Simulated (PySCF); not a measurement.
All values below come from PBE0-D3(BJ)/def2-TZVP (PySCF 2.14.0). Gas-phase values, no solvent. 

Reference species (SMILES): `C#CN` (neutral, multiplicity 1).

```
Item            Value
-------------  ------
dipole moment  1.88 D
```

Changed species: `CC#N`.

Problem. What does the change do to the dipole moment?

Solution. the dipole moment rises by 2.14 D, to 4.02 D.
